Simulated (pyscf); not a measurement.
Thermochemistry of product channels of B–Cl [singlet] + SiH₄ on the singlet surface, in kJ/mol, from CCSD(T)/def2-TZVPP + ΔMP2(QZVPP) energies (ideal gas, 1 atm, RRHO with modes under 100 cm⁻¹ raised to 100, one conformer, R ln 2 for rigid chiral ones). Single points on ωB97X-D3(BJ)/def2-SVP structures (PySCF, gas phase). Correlated levels are frozen-core, on RHF or UHF. ΔMP2 is the change of the MP2 total energy from the triple- to the quadruple-zeta basis.

```tsv
products	ΔE	ΔH(298 K)	ΔG(600 K)	ΔG(1200 K)
H₂B–Cl + SiH₂ [singlet]	(withheld)	-17.6	-32.1	-45.2
BH [singlet] + H₃Si–Cl	+96.0	+93.0	+89.6	+84.2
H₃Si–BH–Cl	(withheld)	-223.1	-154.5	-90.2
```

Q: What belongs in the gaps?

A: 
- H₂B–Cl + SiH₂ [singlet], ΔE: -17.8
- H₃Si–BH–Cl, ΔE: -232.3

These are energies of the channels, which say nothing of barriers. The CCSD(T) − MP2 part came from Ansatz, without density fitting, on the same reference.
